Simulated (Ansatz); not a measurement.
# B2Cl+ (triplet): the correlation ladder, def2-QZVPP

An exercise on one series of results from a longer session: the logs are not shown, and one member is left open.

Computed with Ansatz 0.2.0, Gaussian basis. Level: def2-QZVPP, core rule «outside noble gas», up to 7 orbitals frozen.

The runs, in order: UHF; ROHF; CCSD(T) on UHF.

### The system

The geometry is a PBE0/def2-TZVP stationary point (not a proven minimum) of the parent state, kept for this charge and spin.

3 atoms, charge 1, spin multiplicity 3.

Atoms are counted from 1 here; the program's logs count them from 0.

Bond lengths: B1–B2 1.516 Å, B2–Cl3 1.683 Å. Angles: B1–B2–Cl3 180.0°.

The first run:

Input file in.yaml:

```yaml
crystal:
  periodic: [false, false, false]
  atoms:
    - {symbol: B, position_ang: [0.000000, 0.000000, -1.572000]}
    - {symbol: B, position_ang: [0.000000, 0.000000, -0.055600]}
    - {symbol: Cl, position_ang: [0.000000, 0.000000, 1.627600]}
basis:
  gaussian: {orbitals: "def2-QZVPP.json"}
total_charge: 1
magnetization: {spin_polarized: true, initial_magnetization: 2}
hamiltonian: {xc: hf}
output: {orbitals: {seedname: orbitals}}
```

Command:

```
$ ansatz run in.yaml --threads 1 --pin off --events-out ev --progress --plain --max-ram 2393MiB
```

Among the steps run: UHF; ROHF; CCSD(T) on UHF.

One table of the session follows, with a row left open; its other results are not shown here.

| method | from UCCSD(T) (kJ/mol) |
| --- | --- |
| ROHF | +944.5 |
| UHF | ? |
| UMP2 | +120.8 |
| UCCSD | +46.3 |
| UCCSD(T) | 0 |

Estimate the missing values for UHF.

The run gave: from UCCSD(T) (kJ/mol): +939.6. In the column «from UCCSD(T) (kJ/mol)» it lies between UMP2 (+120.8) and ROHF (+944.5).
